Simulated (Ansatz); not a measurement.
Correlation energies of C3H7FO2 (`CC(O)(F)CO`) by basis set

Cartesian coordinates in Å:
```
C 1.0512 0.6931 0.6020
C -0.3605 0.3102 0.2366
O -0.9096 -0.6132 1.1098
F -1.1354 1.4664 0.2632
C -0.5111 -0.2806 -1.1565
O 0.1783 -1.4949 -1.2856
H 1.0881 1.0604 1.6312
H 1.4088 1.4852 -0.0560
H 1.7042 -0.1739 0.5009
H -0.6590 -0.3880 2.0107
H -1.5855 -0.3880 -1.3516
H -0.0953 0.4133 -1.8882
H -0.1742 -2.0901 -0.6163
```

The species carries charge 0 and has multiplicity 1. Geometry: relaxed with PBE0-D4/def2-TZVP. It is one conformer, not always the lowest. Frozen core, restricted reference, Ansatz 0.2.0. CBS rows extrapolate triple and quadruple zeta; past MP2 they add the triple-zeta difference.

| basis | HF (Eh) | MP2 corr. | CCSD corr. | (T) | CCSD(T) total |
| --- | --- | --- | --- | --- | --- |
| def2-TZVPP | ? | ? | ? | -0.04625 | ? |
| def2-QZVPP | -367.02249 | -1.34056 | – | – | – |
| CBS(def2) | -367.02478 | -1.41237 | ? | as TZ | ? |

**Question.** Fill in the withheld values. (An estimate is asked.)

**Answer.** Computed: def2-TZVPP HF (Eh): -367.00588; def2-TZVPP MP2 corr.: -1.24361; def2-TZVPP CCSD corr.: -1.27594; def2-TZVPP CCSD(T) total: -368.32807; CBS(def2) CCSD corr.: -1.44470; CBS(def2) CCSD(T) total: -368.51573.
